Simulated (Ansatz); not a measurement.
**CF+ (quintet): the correlation ladder, cc-pVDZ**

How much of the correlation energy of CF+ (quintet) does each wave-function method recover here?

Method: cc-pVDZ, core rule «outside noble gas», up to 2 orbitals frozen; program: Ansatz 0.2.0, Gaussian basis.

The runs, in order: UHF; CCSD(T) on ROHF; CCSD(T) on UHF; BCCD(T) on ROHF; CISD; CCSDT(Q) on ROHF; CCSDT(Q) on UHF; CISDTQ; CCSDTQ on ROHF; CCSDTQ on UHF; CASSCF and MRCISD+Q, 10 electrons in 8 orbitals; CASSCF and NEVPT2, 10 electrons in 8 orbitals.

1 further run of the same task is left out (set aside as unsound or not needed).

## (1) The system

The geometry is a PBE0/def2-TZVP stationary point (not a proven minimum) of the parent state, kept for this charge and spin.

2 atoms, charge 1, spin multiplicity 5.

Atoms are counted from 1 here; the program's logs count them from 0.

Bond lengths: C1–F2 1.207 Å.

## (2) UHF

Input file in.yaml:

```yaml
crystal:
  periodic: [false, false, false]
  atoms:
    - {symbol: C, position_ang: [0.000000, 0.000000, 0.000000]}
    - {symbol: F, position_ang: [0.000000, 0.000000, 1.206700]}
basis:
  gaussian: {orbitals: cc-pVDZ}
total_charge: 1
magnetization: {spin_polarized: true, initial_magnetization: 4}
hamiltonian: {xc: hf}
output: {orbitals: {seedname: orbitals}}
```

Started as:

```bash
$ ansatz run in.yaml --threads 1 --pin off --events-out ev --progress --plain --max-ram 4096MiB --backend cpu
```

After this run come: CCSD(T) on ROHF; CCSD(T) on UHF; BCCD(T) on ROHF; CISD; CCSDT(Q) on ROHF; CCSDT(Q) on UHF; CISDTQ; CCSDTQ on ROHF; CCSDTQ on UHF; CASSCF and MRCISD+Q, 10 electrons in 8 orbitals; CASSCF and NEVPT2, 10 electrons in 8 orbitals.

Q: Predict the results of all the runs planned. Wanted: UCCSDTQ below the RHF energy; RMP2 from UCCSDTQ; UMP2 from UCCSDTQ; RCCSD from UCCSDTQ; RCCSD(T) from UCCSDTQ; UCCSD(T) from UCCSDTQ; RCCSDT(Q) from UCCSDTQ; UCCSDT(Q) from UCCSDTQ; NEVPT2 valence from UCCSDTQ.

**Answer**, as computed:

```
                         quantity                                                                                                 value
     UCCSDTQ below the RHF energy                                                                                            -5.2646 eV
                RMP2 from UCCSDTQ                                                                                       +13.11 kcal/mol
                UMP2 from UCCSDTQ                                                                                       +13.12 kcal/mol
               RCCSD from UCCSDTQ                                                                                        +1.80 kcal/mol
            RCCSD(T) from UCCSDTQ                                                                                        +0.30 kcal/mol
            UCCSD(T) from UCCSDTQ                                                                                        +0.25 kcal/mol
           RCCSDT(Q) from UCCSDTQ                                                                                        +0.05 kcal/mol
           UCCSDT(Q) from UCCSDTQ                                                                                         0.00 kcal/mol
      NEVPT2 valence from UCCSDTQ                                                                                       +17.58 kcal/mol
    MRCISD+Q valence from UCCSDTQ                                                                                        +0.38 kcal/mol
levels within 1 kcal/mol (43 meV)  RCCSD(T), UCCSD(T), BCCD(T), RCCSDT, UCCSDT, CISDTQ, RCCSDT(Q), UCCSDT(Q), RCCSDTQ, MRCISD+Q valence
                    T1 diagnostic                                                                                                 0.013
   effectively unpaired electrons                                                                                                  4.00
```

In words: RCCSD(T) misses by +0.30 kcal/mol, 0.2 % of the correlation energy. One determinant dominates. Of the multireference levels listed MRCISD+Q valence comes nearest in total energy (+0.38 kcal/mol), which doesn't show that its space is the better one. These misses are within one basis, not against nature; the frozen cores of restricted and unrestricted runs differ, which can shift their rows.
